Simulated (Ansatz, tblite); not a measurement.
# The cluster Al₃−: one state, many levels

The task here is to estimate one member of a computed series from the others.

Method: as each input shows; program: Ansatz 0.2.0, Gaussian basis.

Plan: GFN1-xTB, GFN2-xTB, PBE-D4/def2-TZVPD, r2SCAN-D4/def2-TZVPD, LC-ωPBE/def2-TZVPD, LDA/def2-TZVPD, B3LYP-D4/def2-TZVPD, B2PLYP/def2-TZVPD, HSE06-D4/def2-TZVPD, PBE+5HF/def2-TZVPD, PBE+10HF/def2-TZVPD, PBE+15HF/def2-TZVPD, PBE+35HF/def2-TZVPD, PBE+50HF/def2-TZVPD, PBE-D4/def2-SVPD, PBE0-D4/def2-SVPD, HF/STO-3G, HF/6-31G, B3LYP-D4/6-31G, CCSD(T)/def2-TZVPPD, MP2/def2-TZVPD, RPA/def2-TZVPD.

1 further run of the same task is left out (set aside as unsound or not needed). Runs told in other sessions of the task aren't counted.

## The structure

The singlet was relaxed beforehand with r2SCAN-D4/def2-TZVPD. At that level it is the lowest of the isomers that a small search found.

3 atoms, charge -1, spin multiplicity 1.

Bond lengths: Al1–Al2 2.497 Å, Al1–Al3 2.493 Å, Al2–Al3 2.496 Å. Angles: Al2–Al1–Al3 60.0°, Al1–Al2–Al3 59.9°, Al1–Al3–Al2 60.1°.

The ion is computed in the gas phase, without counter-ions or solvent.

PBE0-D4/def2-TZVPD was run before; its log isn't repeated, and its numbers join the tables.

The first run:

Tight binding, by tblite at 300 K electronic temperature and without a spin-polarisation term:

```python
tblite.interface.Calculator('GFN1-xTB', numbers, positions, charge=-1, uhf=0).singlepoint()
```

Tight binding, by tblite at 300 K electronic temperature and without a spin-polarisation term:

```python
tblite.interface.Calculator('GFN2-xTB', numbers, positions, charge=-1, uhf=0).singlepoint()
```

start.molden holds the orbitals of an earlier run on this state, given as this run's starting guess.

in.yaml reads:

```yaml
crystal:
  periodic: [false, false, false]
  atoms:
    - {symbol: Al, position_ang: [-0.059248, -0.027632, 0.036290]}
    - {symbol: Al, position_ang: [1.704852, -1.303219, -1.186340]}
    - {symbol: Al, position_ang: [1.806897, 1.188251, -1.083351]}
basis:
  gaussian: {orbitals: def2-TZVPD, initial_orbitals: start.molden}
total_charge: -1
hamiltonian: {xc: pbe, dispersion: d4}
scf: {omitted_lower_state_checks: [starts]}
output: {orbitals: {seedname: orbitals}}
```

The run is started by

```sh
$ ansatz run in.yaml --threads 4 --pin off --events-out ev --progress --plain --max-ram 3916MiB
```

Among the steps run: PBE-D4/def2-TZVPD; r2SCAN-D4/def2-TZVPD; LC-ωPBE/def2-TZVPD; LDA/def2-TZVPD; B3LYP-D4/def2-TZVPD; B2PLYP/def2-TZVPD; HSE06-D4/def2-TZVPD; PBE+5HF/def2-TZVPD; PBE+10HF/def2-TZVPD; PBE+15HF/def2-TZVPD; PBE+35HF/def2-TZVPD; PBE+50HF/def2-TZVPD; PBE-D4/def2-SVPD; PBE0-D4/def2-SVPD; HF/STO-3G; HF/6-31G; B3LYP-D4/6-31G; CCSD(T)/def2-TZVPPD; MP2/def2-TZVPD; RPA/def2-TZVPD.

One table of the session follows, with a row left open; its other results are not shown here.

It belongs to the step «Levels side by side». 

```
               level  HOMO (eV)  LUMO (eV)  gap (eV)
           HF/STO-3G       8.36      14.95      6.59
            HF/6-31G      -1.48       3.91      5.39
      LDA/def2-TZVPD       0.20       0.83      0.63
    PBE-D4/def2-SVPD          ?          ?         ?
   PBE-D4/def2-TZVPD       0.29       0.93      0.64
r2SCAN-D4/def2-TZVPD       0.17       0.91      0.74
      B3LYP-D4/6-31G       0.00       1.60      1.60
 B3LYP-D4/def2-TZVPD      -0.17       1.45      1.61
   PBE0-D4/def2-SVPD      -0.34       1.50      1.84
  PBE0-D4/def2-TZVPD      -0.34       1.47      1.81
 HSE06-D4/def2-TZVPD       0.01       1.12      1.11
  LC-ωPBE/def2-TZVPD      -2.20       3.04      5.24
  PBE+5HF/def2-TZVPD       0.17       1.04      0.87
 PBE+10HF/def2-TZVPD       0.04       1.15      1.10
 PBE+15HF/def2-TZVPD      -0.09       1.25      1.34
 PBE+35HF/def2-TZVPD      -0.60       1.68      2.29
 PBE+50HF/def2-TZVPD      -1.01       2.01      3.01
```

Estimate the missing values for PBE-D4/def2-SVPD.

The run gave: HOMO (eV): 0.30; LUMO (eV): 0.97; gap (eV): 0.66. In the column «HOMO (eV)» it lies between PBE-D4/def2-TZVPD (0.29) and HF/STO-3G (8.36).
